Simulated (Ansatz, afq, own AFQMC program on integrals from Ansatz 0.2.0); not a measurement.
**C₂H, doublet → C2H⁺, triplet**

```json
{"atom": "C", "x (Å)": "0.0000", "y (Å)": "0.0000", "z (Å)": "0.0447"}
{"atom": "C", "x (Å)": "0.0000", "y (Å)": "0.0000", "z (Å)": "-1.1555"}
{"atom": "H", "x (Å)": "0.0000", "y (Å)": "0.0000", "z (Å)": "1.1107"}
```

Connectivity, by distances: CH–C.

E(triplet, charge +1) − E(doublet, charge +0) at this geometry, on ROHF and UHF determinants.

Basis cc-pVDZ. Noble-gas cores (and the filled d shells of Ga–Kr and In–Xe) are frozen. AFQMC by an in-house program on the Cholesky factors that Ansatz 0.2.0 writes for its CCSD(T) run. ph-AFQMC/CISD is guided by a CISD state made of CCSD amplitudes; releasing the constraint for a short imaginary time cuts its bias at the price of noise, slowly where states lie close. Error bars are statistical, one sigma. The errors of all members are added in quadrature.

No full CI on the walks' own integrals is used here; CCSDTQ serves as the reference and is uncertain by about the last step of the cluster series. Each member takes its own surest rung, up to full CI.

Errors are counted within cc-pVDZ, not against nature.

Cautions: C₂H (doublet): a spin-contaminated unrestricted determinant lies lower (UHF 413 meV lower, ⟨S²⟩ 1.11), the released energies are still falling, so no released level is given (meV from the phaseless value at times in 1/Eh: -9 ± 3 at 0.24, -15 ± 7 at 0.51, -32.0 ± 2.4 at 0.99, -37 ± 3 at 1.62, -42 ± 4 at 2.40), though the last usable value meets CCSDTQ within the noise, the ph-AFQMC/HF walk drifts between its halves (2.3 errors), its ph-AFQMC/CISD value lies 48 ± 5 meV above CCSDTQ; C₂H⁺ (triplet): lower spins were not checked, higher spins were not checked, raised T1 diagnostic (T1 0.042, weight of the determinant 0.88, largest double 0.12), unrestricted determinant spin contaminated (⟨S²⟩ 2.14 against 2.00), the released energies are still falling, so no released level is given (meV from the phaseless value at times in 1/Eh: -4 ± 4 at 0.24, -8.3 ± 2.0 at 0.51, -16 ± 3 at 0.99, -22 ± 3 at 1.62, -30 ± 3 at 2.40), its ph-AFQMC/CISD value lies 21 ± 4 meV above CCSDTQ; this needn't be the first ionization.

```json
{"level": "MP2", "vertical ionization energy (kJ/mol)": "1128.0"}
{"level": "HF", "vertical ionization energy (kJ/mol)": "937.3"}
```

(1) From these cheaper values, estimate the vertical ionization energy at the reference level in cc-pVDZ.

(1) 1108.0 kJ/mol (CCSDTQ in cc-pVDZ).

```tsv
level	vertical ionization energy (kJ/mol)	error against CCSDTQ (kJ/mol)
CCSD	1096.5	-11.5
CCSD(T)	1108.0	0.1
CCSDT	1107.0	-1.0
CCSDT(Q)	1108.3	0.3
ph-AFQMC/CISD	1105.3 ± 0.6	-2.6 ± 0.6
```

Correlation beyond CCSD(T) changes it by less than 2 meV. The perturbative (T) step is worth +11.6 kJ/mol. Where the cautions show a poor determinant, the low rows tell how each method copes with it, not its usual error.

CCSDT and higher add their correlation energy to the determinant of the CCSD(T) run, since their own runs factorise the integrals more tightly (a shift of under 2 meV). A walk keeps the symmetry of its determinant, which the program's search chose and which needn't be the lowest solution, so a lower state of the same spin and another symmetry isn't excluded.
